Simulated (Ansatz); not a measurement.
# H2SO2 (SMILES OSO): one structure at several levels

The task here is to estimate one member of a computed series from the others.

Computed with Ansatz 0.2.0, Gaussian basis. Level: single points in def2-TZVPP.

Cores are frozen in the correlated methods.

## Starting geometry

SMILES `OSO`, 5 atoms, charge 0, spin multiplicity 1.

Atoms are counted from 1 here; the program's logs count them from 0.

Bond lengths: O1–S2 1.655 Å, O1–H4 1.028 Å, S2–O3 1.733 Å, O3–H5 1.009 Å. Angles: S2–O1–H4 111.2°, O1–S2–O3 103.0°, S2–O3–H5 112.2°.

Coordinates:

| atom | x (Å) | y (Å) | z (Å) |
| --- | --- | --- | --- |
| O1 | -1.1656 | 0.1920 | -0.7149 |
| S2 | -0.4921 | -0.7577 | 0.4611 |
| O3 | 0.7705 | 0.2451 | 1.0970 |
| H4 | -0.6852 | 0.0656 | -1.6152 |
| H5 | 1.6211 | 0.1723 | 0.5601 |

Set-up of the first run:

Contents of run/in.yaml:

```yaml
crystal:
  periodic: [false, false, false]
  atoms:
    - {symbol: O, position_ang: [-1.165600, 0.192000, -0.714900]}
    - {symbol: S, position_ang: [-0.492100, -0.757700, 0.461100]}
    - {symbol: O, position_ang: [0.770500, 0.245100, 1.097000]}
    - {symbol: H, position_ang: [-0.685200, 0.065600, -1.615200]}
    - {symbol: H, position_ang: [1.621100, 0.172300, 0.560100]}
basis:
  gaussian: {orbitals: def2-TZVPP}
correlation: {method: ccsd_t}
output: {forces: true}
```

The command line of these runs was not kept.

Steps of the session up to this table: CCSD(T)/def2-TZVPP; PBE0-D4/def2-TZVPP; wB97M-V/def2-TZVPP; r2SCAN-D4/def2-TZVPP; PBE-D4/def2-TZVPP; SPW92/def2-TZVPP; revPBE-D4/def2-TZVPP.

One of the session's tables, all rows but one given; the rest of the session is left out.

| method | RMS force component (eV/Å) | angle to CCSD(T) forces (°) | dipole (D) |
| --- | --- | --- | --- |
| CCSD(T) | 1.219 | reference | 3.02 |
| PBE0-D4 | 1.300 | 7.6 | 3.06 |
| wB97M-V | 1.285 | 6.4 | 3.06 |
| r2SCAN-D4 | ? | ? | ? |
| PBE-D4 | 0.942 | 7.6 | 2.97 |
| SPW92 | 1.014 | 15.0 | 3.10 |
| revPBE-D4 | 0.930 | 11.3 | 2.94 |

**Question.** Estimate the row for r2SCAN-D4.

The run gave: RMS force component (eV/Å): 1.150; angle to CCSD(T) forces (°): 1.5; dipole (D): 3.04. In the column «RMS force component (eV/Å)» it lies between SPW92 (1.014) and CCSD(T) (1.219).
